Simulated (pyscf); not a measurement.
ethyl (•H₂C–CH₃) + hydrogen chloride (HCl) → chloroethane (H₃C–CH₂–Cl) + H atom (H•) (atom transfer; doublet surface; Cl–H broken, C–Cl formed). PySCF, gas phase, ωB97X-D3(BJ)/def2-SVP geometries. MP2 and CC: frozen core, UHF for open shells. ΔMP2 is the change of the MP2 total energy from the triple- to the quadruple-zeta basis. Energies in kcal/mol from the separated reactants.

```
level                             barrier  reaction energy
--------------------------------  -------  ---------------
ωB97X-D3(BJ)/def2-TZVP               28.4            +16.4
PBE/def2-TZVP                        20.4            +17.0
B3LYP-D3(BJ)/def2-TZVP               25.1            +20.6
ωB97M-D3(BJ)/def2-TZVP               29.4            +18.1
HF/def2-TZVP                         43.4            +22.0
CCSD(T)/def2-TZVPP                    ___            +19.5
CCSD(T)/def2-TZVPP + ΔMP2(QZVPP)      ___              ___
```

Task: What belongs in the gaps?

Result: 
- CCSD(T)/def2-TZVPP, barrier: 30.0
- CCSD(T)/def2-TZVPP + ΔMP2(QZVPP), barrier: 28.8
- CCSD(T)/def2-TZVPP + ΔMP2(QZVPP), reaction energy: +19.1

The same reactants have a lower exit, to H₃C–CH₃ + Cl• (barrier -1.0 kcal/mol at ωB97M-D3(BJ), against +29.4 kcal/mol here). This is the saddle that the search found; another between the same sides may lie lower. The angle at the transferred Cl is 179°. The CCSD(T) − MP2 part came from Ansatz, without density fitting, on the same reference.
